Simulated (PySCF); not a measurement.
## How methods differ on the ionisation energy of Si

Si [Ne] 3s2 3p2 (3P) → Si⁺ [Ne] 3s2 3p1 (2P), as a difference of total energies. Calculation: PySCF 2.14, in aug-cc-pwCVDZ (6s5p3d, 36 functions); no relativity, point nucleus. Correlated levels: valence and next inner shell: 1s2 frozen. The calculations carry no spin-orbit coupling.

| method | ionisation energy (eV) |
| --- | --- |
| UHF | 7.650 |
| MP2 (valence and next inner shell) | 7.953 |
| SCS-MP2 (valence and next inner shell) | 7.875 |
| CCSD (valence and next inner shell) | 7.983 |
| CCSD(T) (valence and next inner shell) | 7.998 |

Problem. How much does correlation contribute at CCSD(T) (valence and next inner shell)?

Solution. 7.998 − (7.650) = 0.348 eV, measured against UHF.

Errors of the correlated levels include the incompleteness of this basis and the frozen core.

For comparison: 8.157 eV (measured; NIST levels, between the centres of gravity of the two terms).
